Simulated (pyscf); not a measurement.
Structures and frequencies: ωB97X-D3(BJ)/def2-SVP in PySCF.

SMILES: [Cl][Nb]([Cl])([OH])([Cl])[Cl]
```xyz
7

O      1.1341    -0.6087     0.8534
Nb    -0.0336     0.5882     0.0892
Cl    -1.5087     2.1010    -0.8748
Cl    -0.2535    -0.7437    -1.7459
Cl    -1.4702     0.3580     1.8426
Cl     1.5586     2.2172     0.1266
H      1.7443    -1.2348     1.2546
```

**Question.** List the bond dissociation enthalpies at 298 K of `[OH][Nb]([Cl])([Cl])([Cl])[Cl]` from ωB97M-D3(BJ)/def2-TZVP, from the weakest bond up.

**Answer.** Cl–Nb to [HO–Nb(Cl)(Cl)–Cl]• + Cl•: 66.1 kcal/mol; Nb–O to OH• + [Cl–Nb(Cl)(Cl)–Cl]•: 76.8 kcal/mol; H–O to [O–Nb(Cl)(Cl)(Cl)–Cl]• + H•: 92.4 kcal/mol. Ring and multiple bonds, and those that leave no two simple radicals, are not listed. The radicals are drawn with the spin at the cut bond; how far it spreads was not checked. Other isomers of [O–Nb(Cl)(Cl)(Cl)–Cl]•, [HO–Nb(Cl)(Cl)–Cl]• were not searched in full and may lie lower. Left out: the spin-orbit lowering of Cl, OH. Open-shell species with a d-block atom are single-reference here; other states, and whether the spin sits on metal or ligand, were not checked. Elements past Kr carry the def2 core potentials, without spin-orbit coupling.
